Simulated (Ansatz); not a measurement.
For rock-salt NbC, LDA (Ansatz, a quantum-chemistry and plane-wave program, PAW) gives:

| Quantity | Result |
|---|---|
| equilibrium lattice constant a | 4.427 Å |
| bulk modulus | 333 GPa |

Question: What does PBE-D4 (Ansatz, plane waves, PAW) give for the same quantities?

Answer: 
- lattice constant a: 4.460 Å (rises by 0.7 %)
- bulk modulus: 311 GPa (decreases by 6.6 %)

For comparison: lattice constant a 4.47 Å (measured, temperature not stated, not corrected to a static lattice; as tabulated in Zhang et al. (2018), doi:10.1088/1367-2630/aac7f0); bulk modulus 281 ± 6 GPa (measured, room temperature, no zero-point or thermal correction; as tabulated in High-pressure structural stability of NbC, High Pressure Research 37, 244 …).

Changes are worked out from the printed values.

Unless a cell is named, each level is at its own relaxed cell (LDA 10.85, PBE-D4 11.09 Å³/atom).

Ansatz's density-functional and Hartree–Fock values are scalar-relativistic unless marked +SOC, with PAW data made under PBE.
